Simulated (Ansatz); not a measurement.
This script drives Ansatz's Python interface.

`adiabatic.py`:
```python
"""Vertical and adiabatic ionisation of CH4AlF."""

import itertools

import ansatz as az
from ase.data import atomic_numbers, covalent_radii
import numpy as np


def main() -> None:
    geometry_ang = [
        ("F", (-1.3605, 0.3752, -1.1465)),
        ("C", (-0.6698, -0.4821, -0.419)),
        ("Al", (0.7671, 0.4881, 0.508)),
        ("H", (-0.1568, -1.2334, -1.0972)),
        ("H", (-1.3187, -0.9811, 0.3107)),
        ("H", (0.451, 1.6642, 1.5591)),
        ("H", (2.3489, 0.101, 0.2392)),
    ]
    geometry = az.Crystal.molecule()
    for symbol, xyz in geometry_ang:
        geometry = geometry.atom(symbol, xyz)

    setup = geometry.calculation()
    setup = setup.basis(gaussian="def2-SVP").functional("b3lyp")
    symbols = [site.symbol for site in geometry.cartesian_sites]
    start = np.array([site.position_ang for site in geometry.cartesian_sites], dtype=float)
    r = setup.relax(force_tolerance=0.01).run(threads=1).report
    end = np.array(r["positions_ang"])

    minimum = az.Crystal.molecule()
    for symbol, place in zip(symbols, end):
        minimum = minimum.atom(symbol, place.tolist())
    ion = (
        minimum.calculation()
        .basis(gaussian="def2-SVP")  # atom-centred Gaussian functions
        .functional("b3lyp")
        .charge(1)
        .spin("collinear", total=1)  # two spin channels
    )
    vertical = ion.run(threads=1).report
    settled = ion.relax(force_tolerance=0.01, max_steps=80).run(threads=1).report
    print(f"vertical ionisation energy   {vertical['free_energy_ev'] - r['free_energy_ev']:.3f} eV")
    print(f"adiabatic, no zero point     {settled['free_energy_ev'] - r['free_energy_ev']:.3f} eV")
    print(f"relaxation energy of the ion {vertical['free_energy_ev'] - settled['free_energy_ev']:.3f} eV")
    ionised = np.array(settled["positions_ang"])
    # pairs closer than 1.2 times the sum of covalent radii, before or after
    radius = [covalent_radii[atomic_numbers[s]] for s in symbols]
    span = lambda where, i, j: np.linalg.norm(where[i] - where[j])
    bonded = [(i, j) for i, j in itertools.combinations(range(len(symbols)), 2) if min(span(end, i, j), span(ionised, i, j)) < 1.2 * (radius[i] + radius[j])]
    print("pair        before    after (A)")
    for i, j in bonded:
        print(f"{symbols[i]}{i}-{symbols[j]}{j}".ljust(10), f"{span(end, i, j):8.4f} {span(ionised, i, j):8.4f}")
    for first, second in list(itertools.combinations(bonded, 2)):
        shared = set(first) & set(second)
        if shared and symbols[(j := shared.pop())] != "H":
            i, k = sorted((set(first) | set(second)) - {j})
            u, v = ionised[i] - ionised[j], ionised[k] - ionised[j]
            angle = np.degrees(np.arccos(np.clip(u @ v / np.linalg.norm(u) / np.linalg.norm(v), -1, 1)))
            print(f"final angle {symbols[i]}{i}-{symbols[j]}{j}-{symbols[k]}{k}: {angle:.2f} deg")


if __name__ == "__main__":
    main()
```

It is started by `python adiabatic.py`. How long does it take on 1 thread of Arm Neoverse V1 (shared host), and how much memory does it need?

It took about 61 s, with a peak of 0.23 GiB, for 3 runs of the engine.

`python adiabatic.py` gives:
```text
vertical ionisation energy   10.126 eV
adiabatic, no zero point     9.215 eV
relaxation energy of the ion 0.911 eV
pair        before    after (A)
F0-C1        1.3980   1.3049
C1-Al2       1.9881   2.3252
C1-H3        1.1096   1.1046
C1-H4        1.1097   1.1046
Al2-H5       1.5838   1.5602
Al2-H6       1.5884   1.5629
final angle F0-C1-Al2: 108.24 deg
final angle F0-C1-H3: 114.90 deg
final angle F0-C1-H4: 114.89 deg
final angle Al2-C1-H3: 96.92 deg
final angle Al2-C1-H4: 96.83 deg
final angle C1-Al2-H5: 106.37 deg
final angle C1-Al2-H6: 100.62 deg
final angle H3-C1-H4: 120.37 deg
final angle H5-Al2-H6: 153.01 deg
```

The energies are electronic: no zero-point or thermal terms, and the basis set is short of its limit. The product may relax into another structure. Each relaxation finds its nearest minimum, which needn't be the lowest. b3lyp holds the VWN-RPA fit, as in Gaussian; the form of ORCA and Turbomole is b3lyp5.
